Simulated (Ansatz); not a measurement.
# HF (hydrogen fluoride): CCSD/cc-pVTZ

What is the energy change on altering one bond length of HF (hydrogen fluoride) at CCSD/cc-pVTZ? 

Program for the calculation: Ansatz 0.2.0.

37 further runs of the same task are left out: 37 set aside as unsound or not needed.

## 1. The structure to begin with

HF has 2 atoms, charge 0, and is taken as a singlet. As SMILES, `F`. The shape is that of a PBE0-D4/def2-TZVP optimisation.

Bond lengths: F1–H2 0.920 Å.

## 2. The energy at CCSD/cc-pVTZ

Contents of run.yaml:

```yaml
crystal:
  periodic: [false, false, false]
  atoms:
    - symbol: F
      position_ang: [-0.390000, 0.144600, -0.196400]
    - symbol: H
      position_ang: [0.390000, -0.144600, 0.196400]
basis:
  gaussian: {orbitals: cc-pVTZ}
correlation: {method: ccsd, frozen_orbitals: {F: 1, H: 0}}
accuracy: high
scf: {omitted_lower_state_checks: [cluster_reference, increment]}
```

The run is started by

```console
$ ansatz run run.yaml --threads 1 --pin off --max-ram 3480MiB --events-out events.jsonl --progress --plain --runs-dir runs
```

What it wrote (excerpt; [...] marks lines left out):

```text
Warning: RAYON_NUM_THREADS=1 ignored (pool sized by the plan → 1); use --threads N
Functional definition: HF
  name "HF"
[...]
585 factors; integrals over basis functions are off by at most 3.6e-9 eV
[...]
mean field -2722.71320180 eV, -100.0578646450 hartree, gradient 5.5e-9 eV, S^2 0.000000; 0 other end points of the search recorded, 0 dependent functions left out
1 core orbitals not correlated: weight in the atoms' cores, before any rotation towards them, 1.000 or more for the frozen orbitals, at most 0.000 for the correlated occupied ones
reference -2722.71320180 eV, -100.0578646450 hartree; 4, 4 occupied and 39, 39 virtual orbitals, 585 factors
second order -7.39924491 eV of doubles, -0.00000000 eV of singles
cycle   1  -7.32899473 eV  change    7.0e-2 eV  update   3.5e-2
[...]
cycle  16  -7.45873283 eV  change  -9.5e-10 eV  update  5.9e-10
Total energy: -2730.17193464 eV, -100.3319680210 hartree
Checks for a lower state left out: cluster_reference, increment
```

Run time: 0.48 s. Hardware: 1 thread of Arm Neoverse V1, shared host; peak memory 0.1 GiB.

## 3. The distorted shape

Contents of job.yaml:

```yaml
crystal:
  periodic: [false, false, false]
  atoms:
    - {symbol: F, position_ang: [-0.507038, 0.187994, -0.255339]}
    - {symbol: H, position_ang: [0.390000, -0.144600, 0.196400]}
basis:
  gaussian: {orbitals: cc-pVTZ}
magnetization: {spin_polarized: false}
correlation: {method: ccsd, frozen_orbitals: {F: 1, H: 0}}
accuracy: high
scf: {omitted_lower_state_checks: [cluster_reference, increment]}
```

The run is started by

```console
$ ansatz run job.yaml --threads 1 --pin off --max-ram 3480MiB --events-out events.jsonl --progress --plain --runs-dir runs
```

What it wrote (excerpt; [...] marks lines left out):

```text
Warning: RAYON_NUM_THREADS=1 ignored (pool sized by the plan → 1); use --threads N
Functional definition: HF
  name "HF"
[...]
586 factors; integrals over basis functions are off by at most 3.2e-9 eV
[...]
mean field -2722.09664933 eV, -100.0352067596 hartree, gradient 1.5e-8 eV, S^2 0.000000; 0 other end points of the search recorded, 0 dependent functions left out
1 core orbitals not correlated: weight in the atoms' cores, before any rotation towards them, 1.000 or more for the frozen orbitals, at most 0.000 for the correlated occupied ones
reference -2722.09664933 eV, -100.0352067596 hartree; 4, 4 occupied and 39, 39 virtual orbitals, 586 factors
second order -7.57714882 eV of doubles, -0.00000000 eV of singles
cycle   1  -7.45398129 eV  change    1.2e-1 eV  update   4.2e-2
[...]
cycle  18  -7.61623174 eV  change   2.1e-10 eV  update  4.3e-10
Total energy: -2729.71288107 eV, -100.3150981135 hartree
Checks for a lower state left out: cluster_reference, increment
```

Wall time 0.5 s (1 thread of Arm Neoverse V1, shared host); peak memory 0.1 GiB.

## 4. Outcome

Level: CCSD/cc-pVTZ, 1 core orbital frozen.

| quantity | value |
| --- | --- |
| first shape: total energy | -100.33197 Eh |
| first shape: correlation energy (1 core orbital frozen) | -274.1 mEh |
| first shape: T1 diagnostic | 0.007 |
| distorted shape: total energy | -100.31510 Eh |
| distorted shape: correlation energy (1 core orbital frozen) | -279.9 mEh |
| distorted shape: T1 diagnostic | 0.008 |
| energy change with the F1–H2 bond stretched from 0.920 to 1.058 Å | 0.459 eV |

With the F1–H2 bond stretched from 0.920 to 1.058 Å the energy rises by 0.46 eV (44.3 kJ/mol). The first shape isn't relaxed at this level, so the change isn't measured from a minimum.
